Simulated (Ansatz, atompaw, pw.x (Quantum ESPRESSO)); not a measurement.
## From atom to crystal: PAW (atompaw) potential for hydrogen

- Element: H
- Generator: atompaw 4.2.0.5
- Type: PAW
- Functional: PBEsol
- Relativity: scalar-relativistic
- Frozen core: none
- Valence charge: 1
- Reference configuration: 1s1
- Partial waves: 1s (bound): rc 1.50 bohr; 1s channel at -0.05 Ry: rc 1.50 bohr; 2p channel at -0.05 Ry: rc 1.25 bohr
- Local potential: bessel scheme, radius 1.40 bohr
- Core correction: none
- Augmentation charge: sinc compensation charge, radius 1.30 bohr; PAW radius 1.50 bohr; waves and projectors: custom rrkj vanderbiltortho

Crystal test: diamond H in pw.x 7.5, no spin, 15³ k-points, Fermi–Dirac smearing 0.01 Ry, cutoffs 40/400 Ry. The lattice is a test structure that the element need not adopt, and mesh and smearing are coarse.

pw.x input:

```
&control
  calculation='scf', prefix='x', pseudo_dir='./', outdir='./tmp', tstress=.true., disk_io='low'
/
&system
  ibrav=0, nat=2, ntyp=1, ecutwfc=40, ecutrho=400, nbnd=8,
  occupations='smearing', smearing='fd', degauss=0.01
/
&electrons
  conv_thr=1e-09, mixing_beta=0.4, electron_maxstep=70
/
ATOMIC_SPECIES
H 1.0 H.UPF
CELL_PARAMETERS angstrom
  0.00000000 1.49703116 1.49703116
  1.49703116 0.00000000 1.49703116
  1.49703116 1.49703116 0.00000000
ATOMIC_POSITIONS crystal
H 0.0000 0.0000 0.0000
H 0.2500 0.2500 0.2500
K_POINTS automatic
15 15 15 0 0 0
```

```bash
pw.x < H.scf.in > H.scf.out
```

Problem. How does the run end?

Solution. It converges; the pressure is 0.90 GPa against -0.03 GPa from all-electron LAPW. The largest radius (1.50 bohr) exceeds half the bond length (1.22 bohr), so the spheres overlap, which is one possible source of error among others. The log shows:

```
Message from routine setup:
     using ibrav=0 with symmetry is DISCOURAGED, use correct ibrav instead
     lattice parameter (alat)  =       4.0008  a.u.
     unit-cell volume          =      45.2813 (a.u.)^3
     number of electrons       =         2.00
     number of Kohn-Sham states=            8
     kinetic-energy cutoff     =      40.0000  Ry
     charge density cutoff     =     400.0000  Ry
     scf convergence threshold =      1.0E-09
     Exchange-correlation= SLA PW PSX PSC
     number of k points=   120  Fermi-Dirac smearing, width (Ry)=  0.0100
     iteration #  1     ecut=    40.00 Ry     beta= 0.40
     total energy              =      -2.20326273 Ry
     estimated scf accuracy    <       0.00528866 Ry
     iteration #  2     ecut=    40.00 Ry     beta= 0.40
     total energy              =      -2.20291022 Ry
     estimated scf accuracy    <       0.00181198 Ry
     iteration #  3     ecut=    40.00 Ry     beta= 0.40
     total energy              =      -2.20292397 Ry
     estimated scf accuracy    <       0.00000081 Ry
     iteration #  4     ecut=    40.00 Ry     beta= 0.40
     total energy              =      -2.20292422 Ry
     estimated scf accuracy    <       0.00000168 Ry
     iteration #  5     ecut=    40.00 Ry     beta= 0.40
     the Fermi energy is     2.8912 ev
!    total energy              =      -2.20292425 Ry
     estimated scf accuracy    <          1.3E-10 Ry
     smearing contrib. (-TS)   =      -0.00034670 Ry
     convergence has been achieved in   5 iterations
          total   stress  (Ry/bohr**3)                   (kbar)     P=        9.01
```
